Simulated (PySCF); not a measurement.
Compound: 4-chloro-3-methylbut-1-yne, C5H7Cl.
Cartesian coordinates in Å at the GFN2-xTB level; atoms count from 1:
```xyz
13
C5H7Cl angstrom
C      2.342   -0.947    0.172
C      1.251   -0.550   -0.117
C     -0.083   -0.072   -0.441
C     -1.134   -0.862    0.342
C     -0.146    1.422   -0.121
Cl    -1.682    2.139   -0.682
H      3.299   -1.304    0.413
H     -0.251   -0.212   -1.516
H     -1.074   -1.917    0.088
H     -0.968   -0.753    1.412
H     -2.129   -0.497    0.100
H     -0.088    1.591    0.955
H      0.657    1.963   -0.623
```

A PySCF run (density fitting, gas phase, GFN2-xTB geometry) gave HOMO -8.82 eV, LUMO 1.91 eV, dipole 1.72 D and E = -654.728 Eh.

**Question.** Which of these levels was it?
A. PBE0/aug-cc-pVDZ
B. PBE0/def2-TZVP
C. BHandHLYP/6-31G*
D. LDA/6-311G**

**Answer.** C. It is BHandHLYP/6-31G*. All candidates on this geometry:

| level and settings | kind | basis functions | SCF cycles | E (Eh) | HOMO (eV) | LUMO (eV) | dipole (D) |
| --- | --- | --- | --- | --- | --- | --- | --- |
| LDA/6-311G**, damping 0.1 at the start, DIIS from the seventh cycle, energy threshold 1e-11 Eh | LDA | 158 | 19 | -651.6345 | -6.93 | -0.92 | 1.56 |
| PBE0/aug-cc-pVDZ | global hybrid | 205 | 14 | -654.5118 | -8.01 | -0.10 | 1.43 |
| PBE0/def2-TZVP, start guess huckel | global hybrid | 234 | 14 | -654.5682 | -7.99 | 0.33 | 1.35 |
| BHandHLYP/6-31G*, energy threshold 1e-06 Eh | global hybrid | 102 | 7 | -654.7282 | -8.82 | 1.91 | 1.72 |

The nearest other candidate, by the summed differences of HOMO and LUMO, is PBE0/def2-TZVP: its HOMO differs by +0.83 eV and its LUMO by -1.58 eV. Cycle counts include a coarse-grid stage where the run had one. All basis functions are spherical, in the Pople sets too.
